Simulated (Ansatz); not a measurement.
Relaxation of CH7NSi (10 atoms, charge 0, multiplicity 1), to a largest force component of 0.03 eV/Å in at most 50 steps.

All numbers below come from RKS B3LYP/def2-SVP (Ansatz 0.2.0).

```xyz
10
Properties=species:S:1:pos:R:3
Si 0.100 -0.064 0.217
H 0.117 -0.203 1.669
C 1.961 -0.033 0.212
H 2.334 -0.978 0.641
H 2.477 0.129 -0.749
H 2.261 0.782 0.893
H -0.465 1.231 -0.269
N -0.787 -1.351 -0.514
H -0.857 -2.265 -0.086
H -1.044 -1.378 -1.494
```

Task: Where does it end, and by what steps?

Result: It converged. After 6 steps the energy has fallen by 0.266 eV; H2 moved furthest, 0.41 Å.

```json
{"step": "0", "energy less start (eV)": "0.0000", "largest force component (eV/Å)": "1.052", "accepted": "yes"}
{"step": "1", "energy less start (eV)": "-0.1942", "largest force component (eV/Å)": "0.320", "accepted": "yes"}
{"step": "2", "energy less start (eV)": "-0.2399", "largest force component (eV/Å)": "0.239", "accepted": "yes"}
{"step": "3", "energy less start (eV)": "-0.2649", "largest force component (eV/Å)": "0.052", "accepted": "yes"}
{"step": "4", "energy less start (eV)": "-0.2657", "largest force component (eV/Å)": "0.171", "accepted": "yes"}
{"step": "5", "energy less start (eV)": "-0.2663", "largest force component (eV/Å)": "0.074", "accepted": "yes"}
{"step": "6", "energy less start (eV)": "-0.2664", "largest force component (eV/Å)": "0.008", "accepted": "yes"}
```

```xyz
10
Properties=species:S:1:pos:R:3
Si 0.082 -0.053 0.344
H -0.272 -0.163 1.792
C 1.967 -0.062 0.196
H 2.398 -0.994 0.599
H 2.288 0.032 -0.855
H 2.403 0.782 0.758
H -0.422 1.243 -0.204
N -0.773 -1.322 -0.483
H -0.739 -2.274 -0.131
H -0.834 -1.319 -1.497
```

Whether the end is a true minimum wasn't checked by a vibrational analysis.

Run time: 12 s on 1 thread of Intel(R) Xeon(R) 6975P-C (Granite Rapids), on a shared host, peak memory 0.16 GiB.
